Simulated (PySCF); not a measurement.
Consider 2H-azirine, `C1=NC1` (C2H3N). Non-hydrogen atoms are numbered in `[CH:1]1=[N:2][CH2:3]1`. These are map numbers, not IUPAC locants.

Level of theory: ωB97X-D3(BJ)/ma-def2-TZVP single points in PySCF, grid level 2; every species was optimised with PBE0-D3(BJ)/ma-def2-SVP. The prefix ma- adds one diffuse s and one diffuse p function on all atoms but H. ωB97X-D3(BJ) is ωB97X-V with D3(BJ) in place of VV10. Zero-point and thermal terms (298.15 K, 1 bar) come from unscaled PBE0-D3(BJ)/ma-def2-SVP harmonic frequencies, with soft modes damped to free rotors in the entropy.

What are the vertical and the adiabatic ionisation energy for forming the radical cation?

10.69 eV vertical and 10.02 eV adiabatic, the latter with zero-point energy.

Where does the unpaired spin of the relaxed radical cation sit?

C3 (methylene carbon) 0.46, N2 (imine nitrogen) 0.39, C1 (imine carbon) 0.18 (intrinsic atomic orbital populations).

What oxidation potential follows in DMF (IEF-PCM), given that Fc+/Fc comes at 4.54 V absolute with this functional and basis?

In the gas phase ΔG of oxidation is 10.000 eV, and solvation is -18.3 kJ/mol for the parent and -281.5 kJ/mol for the product, so the absolute potential is 7.27 V, or 2.73 V against Fc+/Fc. Fc+/Fc in DMF, 4.54 V, is ωB97X-D3(BJ)/ma-def2-TZVP on PBE0-D3(BJ)/def2-SVP structures with GFN2-xTB thermal terms. Benchmark calculations put it near 5.0 V in acetonitrile and DMSO, so it is about 0.5 V low, and the value against it can read up to that much too high. The solvent is electrostatics only, on gas-phase structures; the absolute scale refers to an electron at rest in vacuum.

How far is −ε(HOMO) from the vertical value by ΔSCF?

−ε(HOMO) = 10.50 eV, which is 0.19 eV below the ΔSCF value.
